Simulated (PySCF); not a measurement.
## Carbon: a sound run and one with changed settings

Sound run: C [He] 2s2 2p2, C⁺ [He] 2s2 2p1. Computed with PySCF 2.14 in cc-pVTZ, with the non-relativistic Hamiltonian (point nucleus). In the sound run the correlated levels freeze 1s2. The sound run starts from symmetry-adapted Hartree-Fock orbitals and uses a fine grid where one is needed.

Changed run: basis STO-3G. This setting is unsound on purpose.

| species | method | sound run (hartree) | changed run (hartree) | converged |
| --- | --- | --- | --- | --- |
| C | UHF | -37.69157 | -37.19839 | yes |
| C | BP86 | -37.84544 | -37.33767 | yes |
| C | M06-L | -37.84547 | -37.33238 | yes |
| C | MP2 | -37.75849 | -37.20823 | yes |
| C | CCSD(T) | -37.78076 | -37.21862 | yes |
| C⁺ | UHF | -37.29475 | -36.87037 | yes |
| C⁺ | BP86 | -37.41995 | -36.98547 | yes |
| C⁺ | M06-L | -37.42833 | -36.98167 | yes |
| C⁺ | MP2 | -37.34544 | -36.89090 | yes |
| C⁺ | CCSD(T) | -37.37042 | -36.91145 | yes |

Ionisation energy of C:

```tsv
method	sound run (eV)	changed run (eV)
UHF	10.798	8.926
BP86	11.578	9.584
M06-L	11.351	9.543
MP2	11.240	8.635
SCS-MP2	11.111	8.577
CCSD	11.142	8.359
CCSD(T)	11.166	8.359
```

A minimal basis cannot let orbitals breathe on ionisation and holds almost no correlation.

For comparison, NIST gives 11.260 eV between the lowest levels.
